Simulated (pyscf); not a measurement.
Four-centre exchange: `[F][C][F]` [singlet] + `[CH4]` -> `[FH]` + `[CH3][C][F]` [singlet]

Gas phase, singlet surface, charge 0. Bonds broken: F1–C2, C4–H5. Bonds formed: F1–H5, C2–C4. PySCF, gas phase, ωB97X-D3(BJ)/def2-SVP geometries. Correlated levels are frozen-core, on RHF or UHF. ΔMP2 is the change of the MP2 total energy from the triple- to the quadruple-zeta basis.

Transition state (Å):

```xyz
8

F     -1.2714     0.3333     1.3158
C     -0.1101    -0.4800     0.4405
F     -0.7157    -1.6492     0.3603
C     -0.6234     0.3308    -1.0661
H     -1.1998     0.4281     0.0887
H     -0.0477     1.2553    -1.1861
H     -0.1973    -0.4743    -1.6745
H     -1.6678     0.4533    -1.4364
```

One imaginary mode, 1202i cm⁻¹; descent along it reached the two sides named.

```tsv
bond	change	reactant side (Å)	saddle	product side
F1–C2	breaks	1.301	1.666	2.8
C4–H5	breaks	1.099	1.294	3.2
F1–H5	forms	2.7	1.233	0.925
C2–C4	forms	3.8	1.786	1.485
```

Electronic energies relative to the separated reactants (kcal/mol):

| level | barrier | reaction energy | reverse barrier |
|---|---|---|---|
| ωB97X-D3(BJ)/def2-TZVP | 68.1 | +20.5 | 47.7 |
| PBE/def2-TZVP | 56.7 | +21.2 | 35.5 |
| r²SCAN/def2-TZVP | 59.8 | +21.7 | 38.1 |
| B3LYP-D3(BJ)/def2-TZVP | 66.4 | +20.0 | 46.4 |
| PBE0-D3(BJ)/def2-TZVP | 61.9 | +19.5 | 42.4 |
| M06-2X/def2-TZVP | 66.5 | +19.8 | 46.7 |
| ωB97M-D3(BJ)/def2-TZVP | 67.7 | +20.5 | 47.3 |
| HF/def2-TZVP | 94.2 | +20.1 | 74.1 |
| MP2/def2-QZVPP | 65.4 | +17.1 | 48.4 |
| CCSD/def2-TZVPP | 73.7 | +18.2 | 55.6 |
| CCSD(T)/def2-TZVPP | 69.5 | +18.7 | 50.8 |
| CCSD(T)/def2-TZVPP + ΔMP2(QZVPP) | 68.4 | +17.5 | 50.9 |

With CCSD(T)/def2-TZVPP + ΔMP2(QZVPP) energies and thermal terms (ideal gas, 1 atm, RRHO with modes under 100 cm⁻¹ raised to 100, one conformer, R ln 2 for rigid chiral ones), in kcal/mol:

```json
[
 {"T (K)": "298", "ΔH‡": "66.5", "ΔG‡": "76.0", "ΔH": "+17.0", "ΔG": "+16.2"},
 {"T (K)": "600", "ΔH‡": "67.0", "ΔG‡": "85.4", "ΔH": "+17.8", "ΔG": "+15.0"},
 {"T (K)": "900", "ΔH‡": "67.9", "ΔG‡": "94.4", "ΔH": "+18.4", "ΔG": "+13.5"},
 {"T (K)": "1200", "ΔH‡": "68.8", "ΔG‡": "103.1", "ΔH": "+18.9", "ΔG": "+11.8"}
]
```

The same reactants have a lower exit, to H₃C–CH(F)–F (barrier +39.5 kcal/mol at ωB97M-D3(BJ), against +67.7 kcal/mol here). H₃C–C:–F [singlet] lies 50.8 kcal/mol over its isomer H₂C=CH–F, and others may lie lower still (electronic energy, ωB97M-D3(BJ)). This is the saddle that the search found; another between the same sides may lie lower. The CCSD(T) − MP2 part came from Ansatz, without density fitting, on the same reference.
